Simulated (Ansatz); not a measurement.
What does this script print? It uses the Ansatz DFT code, driven from Python.

Contents of `c2h5ns.xyz`:
```text
9

C    -0.15110    1.05620   -0.92560
S     1.19430   -0.00890   -0.65490
C     0.53570   -1.00730    0.61130
N    -0.54160   -0.82270    1.09610
H     0.05980    1.79670   -1.75230
H    -0.42880    1.69170   -0.03700
H    -1.05690    0.54060   -1.24570
H     1.26350   -1.78710    1.00950
H    -0.78630   -1.50540    1.88160
```

The script, `run_field.py`:
```python
import ansatz as az
import numpy as np

mol = az.Crystal.molecule_from_extxyz("c2h5ns.xyz")

base = mol.calculation()
base = base.basis(gaussian="def2-SVP")
base = base.functional("hf").forces()
centre = np.mean([site.position_ang for site in mol.cartesian_sites], axis=0)
field = 2 * 14.399645 * 3.0 / 25.0 ** 2


def dipole(axis, sign):
    arm = 25.0 * np.eye(3)[axis]
    pair = [{"charge": sign * 3.0, "position_ang": (centre - arm).tolist()}, {"charge": -sign * 3.0, "position_ang": (centre + arm).tolist()}]
    deck = base.input().set(az.key.basis.gaussian.point_charges, pair)
    return np.array(az.Session.from_dict(deck).plan().execute().report["charge_distribution"]["dipole_moment_e_ang"])


print(f"field {field:.4f} V/A")
alpha = np.array([(dipole(axis, 1) - dipole(axis, -1)) / (2 * field) * 14.399645 for axis in range(3)])
print("polarisability tensor (A^3)")
print(np.array2string(alpha, precision=3, suppress_small=True))
print(f"mean {np.trace(alpha) / 3:.3f} A^3 = {np.trace(alpha) / 3 / 0.14818471:.2f} bohr^3")
```

```console
$ python run_field.py
field 0.1382 V/A
polarisability tensor (A^3)
[[ 6.252 -0.427 -0.992]
 [-0.433  6.082 -1.783]
 [-1.003 -1.789  6.223]]
mean 6.185 A^3 = 41.74 bohr^3
```

Caveats:
- The geometry is a force-field or estimated start, not a minimum of this method, and the basis set is short of its limit. The field of two point charges is only nearly even.
- Without diffuse functions polarisabilities are unreliable, as a rule too low, and they change with the bond lengths of this unrelaxed start.
- The whole script took 7.2 s on 1 thread of Arm Neoverse V1 (shared host), peak memory 0.21 GiB.

(Lines on the test bed's own set-up are left out of the output.)
